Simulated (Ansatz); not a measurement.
[H···H···OH], doublet: transfer scan

Starting geometry:

```yaml
atoms:
  - { symbol: H, position_ang: [-2.0456, 0.0498, 0.0000] }
  - { symbol: H, position_ang: [-1.3006, 0.0498, 0.0000] }
  - { symbol: O, position_ang: [0.1834, 0.0498, 0.0000] }
  - { symbol: H, position_ang: [0.4352, -0.8901, 0.0000] }
```

From there H2 is moved from one fragment to the other while all else, the fragments' distance too, stays fixed, so the hump isn't the reaction's barrier; atoms are numbered as listed. Energies are in eV, counted from the starting geometry at the same level. Kohn–Sham curves are unrestricted where that lies lower.

Basis cc-pVTZ; Ansatz 0.2.0. Only valence electrons are correlated (noble-gas cores frozen). R marks a restricted (for open shells ROHF) determinant, U an unrestricted one. Active spaces: valence = (9e, 7o) chosen from the atoms' valence shells.

Runs in a small pair space aren't shown, since their orbitals change along the scan.

Full CI isn't at hand for all of this; UCCSDT(Q) serves as the reference, and is uncertain by about the last step of the cluster series. The frozen core follows each run's orbitals, which can shift R against U totals by a few meV.

| distance H1-H2 (Å) | UCCSDT(Q) | curve A | curve B | curve C | curve D |
| --- | --- | --- | --- | --- | --- |
| 0.745 | 0.000 | 0.000 | 0.000 | 0.000 | 0.000 |
| 0.816 | 0.025 | -0.039 | 0.002 | 0.036 | 0.199 |
| 0.957 | 0.063 | -0.073 | 0.030 | 0.085 | 0.784 |
| 1.098 | -0.237 | -0.308 | -0.225 | -0.227 | 0.312 |
| 1.239 | -0.601 | -0.539 | -0.529 | -0.617 | -0.384 |

**Question.** The curves come from MRCISD (valence space), RHF, r2SCAN, r2SCAN0. Compare each with UCCSDT(Q) and say which is which.

**Answer.** A: r2SCAN, B: r2SCAN0, C: MRCISD (valence space), D: RHF. Spread of the error against UCCSDT(Q), over the points where both stand: A 0.197, B 0.104, C 0.039, D 0.722 eV.
